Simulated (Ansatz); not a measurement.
Process, species as SMILES: C=CF + 3 [H][H] (H2) → 2 C (CH4) + F (HF)
B3LYP-D3(BJ)/def2-TZVP geometries, fixed; electronic energies without zero-point terms.

Basis-set convergence of the energy of full hydrogenation at PBE with Ansatz (a first-principles code). Cartesian d functions, on some or all atoms, in 6-31G*, 6-31+G*; all else is spherical. The program fits the integrals of some runs and decomposes those of others, by size. No added dispersion term, no relativity. Functions are those of the species that has most. Reference: the value in aug-pcseg-3, -78.31 kcal/mol, itself unsure by roughly 0.05 kcal/mol (its mean distance from aug-cc-pVQZ, def2-QZVPPD, pcseg-3). Deviations are taken from unrounded values.

```
basis        functions  energy of full hydrogenation (kcal/mol)
-----------  ---------  ---------------------------------------
6-31G*              51                                   -67.77
6-31+G*             63                                   -76.48
cc-pVDZ             57                                   -71.49
aug-cc-pVDZ         96                                   -81.67
def2-SVP            57                                   -72.53
def2-SVPD           87                                   -82.61
pcseg-1             57                                   -74.55
aug-pcseg-1         96                                   -78.66
6-311G**            72                                   -74.72
6-311+G**           84                                   -79.47
def2-TZVP          111                                   -75.49
def2-TZVPD         141                                   -77.16
cc-pVTZ            132                                   -75.89
aug-cc-pVTZ        207                                   -78.35
pcseg-2            132                                   -78.15
aug-pcseg-2        207                                   -78.53
def2-TZVPP         135                                   -77.43
def2-TZVPPD        165                                   -78.59
cc-pVQZ            255                                   -77.25
aug-cc-pVQZ        378                                   -78.37
def2-QZVPP         261                                   -77.98
def2-QZVPPD        291                                   -78.38
pcseg-3            279                                   -78.30
aug-pcseg-3        402                                   -78.31
```

What the diffuse functions change, pair by pair:
- 6-31G* to 6-31+G*: 12 more functions, deviation 10.54 to 1.83 kcal/mol
- cc-pVDZ to aug-cc-pVDZ: 39 more functions, deviation 6.82 to -3.36 kcal/mol
- def2-SVP to def2-SVPD: 30 more functions, deviation 5.78 to -4.30 kcal/mol
- pcseg-1 to aug-pcseg-1: 39 more functions, deviation 3.76 to -0.35 kcal/mol
- 6-311G** to 6-311+G**: 12 more functions, deviation 3.59 to -1.16 kcal/mol
- def2-TZVP to def2-TZVPD: 30 more functions, deviation 2.82 to 1.15 kcal/mol
- cc-pVTZ to aug-cc-pVTZ: 75 more functions, deviation 2.42 to -0.04 kcal/mol
- pcseg-2 to aug-pcseg-2: 75 more functions, deviation 0.16 to -0.22 kcal/mol
- def2-TZVPP to def2-TZVPPD: 30 more functions, deviation 0.88 to -0.28 kcal/mol
- cc-pVQZ to aug-cc-pVQZ: 123 more functions, deviation 1.06 to -0.06 kcal/mol
- def2-QZVPP to def2-QZVPPD: 30 more functions, deviation 0.33 to -0.07 kcal/mol
- pcseg-3 to aug-pcseg-3: 123 more functions, deviation 0.01 to 0.00 kcal/mol

Leaving out the reference's own pair, they bring the value nearer the reference by more than 0.05 kcal/mol in 10 of 11 pairs.
